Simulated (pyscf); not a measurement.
Substitution at C: H₂C=N–CH₃ + H• -> H₂C=N• + CH₄

Gas phase, doublet surface, charge 0. Bonds broken: N2–C3. Bonds formed: C3–H9. Optimised with ωB97X-D3(BJ)/def2-SVP in PySCF. Correlated levels are frozen-core, on RHF or UHF. ΔMP2 is the change of the MP2 total energy from the triple- to the quadruple-zeta basis.

Transition state (Å):

```xyz
9

C     -1.9526    -0.7918     0.1016
N     -1.0204    -0.1733     0.6806
C      0.0654     0.6536    -0.4228
H     -2.6863    -1.3418     0.7163
H     -2.1036    -0.8328    -0.9962
H     -0.1213     1.6495    -0.0079
H      0.9613     0.1189    -0.0905
H     -0.4251     0.3570    -1.3591
H      0.9583     1.3358    -1.3526
```

One imaginary mode, 1601i cm⁻¹; descent along it reached the two sides named.

| bond | change | reactant side (Å) | saddle | product side |
|---|---|---|---|---|
| N2–C3 | breaks | 1.447 | 1.755 | 3.5 |
| C3–H9 | forms | 3.7 | 1.458 | 1.099 |

Electronic energies relative to the separated reactants (kcal/mol):

| level | barrier | reaction energy | reverse barrier |
|---|---|---|---|
| ωB97X-D3(BJ)/def2-TZVP | 32.2 | -33.2 | 65.4 |
| PBE/def2-TZVP | 22.7 | -31.0 | 53.7 |
| r²SCAN/def2-TZVP | 22.3 | -36.0 | 58.3 |
| B3LYP-D3(BJ)/def2-TZVP | 25.2 | -36.0 | 61.2 |
| PBE0-D3(BJ)/def2-TZVP | 27.9 | -31.3 | 59.2 |
| M06-2X/def2-TZVP | 31.0 | -30.8 | 61.8 |
| ωB97M-D3(BJ)/def2-TZVP | 30.9 | -33.5 | 64.4 |
| HF/def2-TZVP | 45.1 | -42.7 | 87.8 |
| MP2/def2-QZVPP | 45.0 | -18.4 | 63.4 |
| CCSD/def2-TZVPP | 32.5 | -36.1 | 68.5 |
| CCSD(T)/def2-TZVPP | 30.5 | -33.9 | 64.4 |
| CCSD(T)/def2-TZVPP + ΔMP2(QZVPP) | 30.5 | -33.1 | 63.6 |

With CCSD(T)/def2-TZVPP + ΔMP2(QZVPP) energies and thermal terms (ideal gas, 1 atm, RRHO with modes under 100 cm⁻¹ raised to 100, one conformer, R ln 2 for rigid chiral ones), in kcal/mol:

```json
[
 {"T (K)": "298", "ΔH‡": "30.2", "ΔG‡": "36.8", "ΔH": "-31.8", "ΔG": "-34.3"},
 {"T (K)": "600", "ΔH‡": "29.8", "ΔG‡": "43.7", "ΔH": "-32.5", "ΔG": "-36.6"},
 {"T (K)": "900", "ΔH‡": "29.6", "ΔG‡": "50.7", "ΔH": "-33.6", "ΔG": "-38.4"},
 {"T (K)": "1200", "ΔH‡": "29.3", "ΔG‡": "57.7", "ΔH": "-34.8", "ΔG": "-39.8"}
]
```

From the product side, HC≡N + H• + CH₄ lies, by one bond made or cut, 32.4 kcal/mol under this saddle at ωB97M-D3(BJ). Abstraction by the radical was not located in this set and often lies lower. H₂C=N–CH₃ lies 9.1 kcal/mol over its isomer H₃C–CH=NH, and others may lie lower still (electronic energy, ωB97M-D3(BJ)). One saddle was located; it need not be the lowest between these sides. The angle at the attacked C is 179°. The CCSD(T) − MP2 part came from Ansatz, without density fitting, on the same reference. A UHF reference is spin-contaminated (<S²> up to 1.03), which harms MP2 most.
